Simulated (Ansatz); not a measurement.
Input file:

```yaml
crystal:
  periodic: [false, false, false]
  atoms:
    - {symbol: Al, position_ang: [-0.065141, 0.000073, -0.132971]}
    - {symbol: H, position_ang: [0.443448, 0.001728, 1.985569]}
    - {symbol: H, position_ang: [-0.160049, -0.006711, 1.962413]}
    - {symbol: H, position_ang: [0.728027, 1.383236, -0.189000]}
    - {symbol: H, position_ang: [0.732338, -1.380203, -0.199493]}
basis:
  gaussian: {orbitals: 6-31G}
magnetization: {spin_polarized: true, initial_magnetization: 1}
correlation: {method: ccsdt_q, electrons: outside_noble_gas}
```

```sh
$ ansatz run in.yaml --threads 1 --pin off --events-out ev --progress --plain --max-ram 2393MiB
```

Log:

```
463 factors; integrals over basis functions are off by at most 1.0e-7 eV
mean field evaluation 1: about -6641.3676 eV, gradient 6.9e0 eV
mean field evaluation 2: about -6641.3697 eV, gradient 6.9e0 eV
mean field evaluation 4: about -6642.0568 eV, gradient 6.1e-1 eV
mean field evaluation 8: about -6642.0706 eV, gradient 5.2e-3 eV
mean field evaluation 16: about -6642.0631 eV, gradient 2.7e-1 eV
mean field evaluation 32: about -6638.9620 eV, gradient 1.8e0 eV
mean field -6642.07056624 eV, -244.0915911521 hartree, gradient 2.5e-6 eV, S^2 0.751066; 1 other end points of the search recorded, 0 dependent functions left out
determinant -6642.07056624 eV, -244.0915911521 hartree, with singles and doubles -6643.88758014 eV, -244.1583651813 hartree
determinant -6639.04483111 eV, -243.9803974369 hartree, with singles and doubles -6641.07117830 eV, -244.0548643228 hartree
5 core orbitals not correlated: weight in the atoms' cores, before any rotation towards them, 1.000 or more for the frozen orbitals, at most 0.000 for the correlated occupied ones
reference -6642.07056624 eV, -244.0915911521 hartree; 4, 3 occupied and 12, 13 virtual orbitals, 463 factors
second order -1.27822619 eV of doubles, -0.00000000 eV of singles
cycle   1  -1.63292196 eV  change   -3.5e-1 eV  update   5.1e-2
cycle   2  -1.83250453 eV  change   -2.0e-1 eV  update   2.3e-2
cycle   3  -1.84092842 eV  change   -8.4e-3 eV  update   6.2e-3
cycle   4  -1.84204749 eV  change   -1.1e-3 eV  update   1.7e-3
cycle   5  -1.84187973 eV  change    1.7e-4 eV  update   6.4e-4
cycle   6  -1.84191087 eV  change   -3.1e-5 eV  update   2.2e-4
cycle   7  -1.84200144 eV  change   -9.1e-5 eV  update   6.6e-5
cycle   8  -1.84200217 eV  change   -7.3e-7 eV  update   2.6e-5
cycle   9  -1.84198740 eV  change    1.5e-5 eV  update   1.0e-5
cycle  10  -1.84199136 eV  change   -4.0e-6 eV  update   3.8e-6
cycle  11  -1.84199154 eV  change   -1.8e-7 eV  update   1.5e-6
cycle  12  -1.84199175 eV  change   -2.1e-7 eV  update   6.9e-7
perturbative correction -0.00029955 eV, -0.0000110081 hartree
Total energy: -6643.91285753 eV, -244.1592941084 hartree
```

For the same geometry and basis full CI lies 0.0 meV higher.

Ran on 1 thread of Arm Neoverse V1, shared host: 0.81 s wall, 0.07 GiB peak host memory.
